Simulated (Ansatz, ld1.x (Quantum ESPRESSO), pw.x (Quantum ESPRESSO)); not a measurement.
What a changed setting does to a pw.x run (sc P)

Potential: norm-conserving RRKJ (Kleinman–Bylander form), ld1.x (Quantum ESPRESSO) 7.5, PBEsol; core [Ne], reference 3s2 3p3; waves: 3s (bound): rc 1.76 bohr; 3p (bound): rc 1.70 bohr; 3d channel at 0.05 Ry: rc 1.85 bohr; local part: all-electron potential smoothed inside 1.60 bohr (lloc = -2); core correction: none; rho0 0.02.

The reference run (k-mesh 13³, cutoffs 60/240 Ry, Fermi–Dirac 0.01 Ry, mixing_beta 0.4, conv_thr 1e-9, no spin) gives -0.15 GPa at 14.206 Å³/atom, where all-electron LAPW gives 0.21 GPa. This run, with its own iteration cap, changes nbnd to 15.

```
&control
  calculation='scf', prefix='x', pseudo_dir='./', outdir='./tmp', tstress=.true., disk_io='none'
/
&system
  ibrav=0, nat=1, ntyp=1, ecutwfc=60, ecutrho=240, nbnd=15,
  occupations='smearing', smearing='fd', degauss=0.01
/
&electrons
  conv_thr=1e-09, mixing_beta=0.4, electron_maxstep=50
/
ATOMIC_SPECIES
P 1.0 P.UPF
CELL_PARAMETERS angstrom
  2.42190593 0.00000000 0.00000000
  0.00000000 2.42190593 0.00000000
  0.00000000 0.00000000 2.42190593
ATOMIC_POSITIONS crystal
P 0.0000 0.0000 0.0000
K_POINTS automatic
13 13 13 0 0 0
```

```bash
pw.x < P.scf.in > P.scf.out
```

Problem. How does the run end?

Solution. It converges in 6 iterations; the free energy moves by +0.0 meV/atom and the pressure by +0.00 GPa. The result is that of the reference run.

```
Message from routine setup:
     using ibrav=0 with symmetry is DISCOURAGED, use correct ibrav instead
     lattice parameter (alat)  =       4.5767  a.u.
     unit-cell volume          =      95.8668 (a.u.)^3
     number of electrons       =         5.00
     number of Kohn-Sham states=           15
     kinetic-energy cutoff     =      60.0000  Ry
     charge density cutoff     =     240.0000  Ry
     scf convergence threshold =      1.0E-09
     Exchange-correlation= PBESOL
     number of k points=    84  Fermi-Dirac smearing, width (Ry)=  0.0100
     iteration #  1     ecut=    60.00 Ry     beta= 0.40
     total energy              =     -13.20142573 Ry
     estimated scf accuracy    <       0.00539652 Ry
     iteration #  2     ecut=    60.00 Ry     beta= 0.40
     total energy              =     -13.20129872 Ry
     estimated scf accuracy    <       0.00187763 Ry
     iteration #  3     ecut=    60.00 Ry     beta= 0.40
     total energy              =     -13.20131021 Ry
     estimated scf accuracy    <       0.00000183 Ry
     iteration #  4     ecut=    60.00 Ry     beta= 0.40
     total energy              =     -13.20131042 Ry
     estimated scf accuracy    <       0.00000006 Ry
     iteration #  5     ecut=    60.00 Ry     beta= 0.40
     total energy              =     -13.20131044 Ry
     estimated scf accuracy    <          3.6E-09 Ry
     iteration #  6     ecut=    60.00 Ry     beta= 0.40
     the Fermi energy is    11.4129 ev
!    total energy              =     -13.20131044 Ry
     estimated scf accuracy    <          1.3E-10 Ry
     smearing contrib. (-TS)   =      -0.00123652 Ry
     The total energy is F=E-TS. E is the sum of the following terms:
     one-electron contribution =       5.32317139 Ry
     hartree contribution      =       0.39729761 Ry
     xc contribution           =      -3.42207590 Ry
     ewald contribution        =     -15.49846702 Ry
     convergence has been achieved in   6 iterations
          total   stress  (Ry/bohr**3)                   (kbar)     P=       -1.49
     Message from routine punch:
     Nothing written, as per user request (disk_io='none')
```

The run took about 9.5 s on one core of a shared server CPU.
